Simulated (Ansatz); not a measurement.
System: cubic perovskite KTaO3. Method: PBE0 in Ansatz (plane waves, PAW).

Run with plane-wave cutoff 460 eV, 6×6×6 k mesh, Fermi–Dirac smearing 0.01 eV, scalar-relativistic PAW data made under PBE.

Computed at the level's own relaxed cell.

### Question
Predict the pressure derivative B′ of the bulk modulus, volume per atom, lattice constant a and band gap.

### Answer

- pressure derivative B′ of the bulk modulus = 4.4
- volume per atom = 12.66 Å³/atom
- lattice constant a = 3.986 Å
- band gap = 4.33 eV (on the SCF k mesh)

Measured, for comparison: band gap 3.64 eV (temperature not stated, not corrected to a static lattice, indirect; as tabulated in Himmetoglu and Janotti (2016), arXiv:1601.06205).

Spin–orbit coupling is not included.

The computed numbers hold no vibrational or temperature effects.

The result took around 18 core-minutes (rough).

Ansatz is a first-principles code.
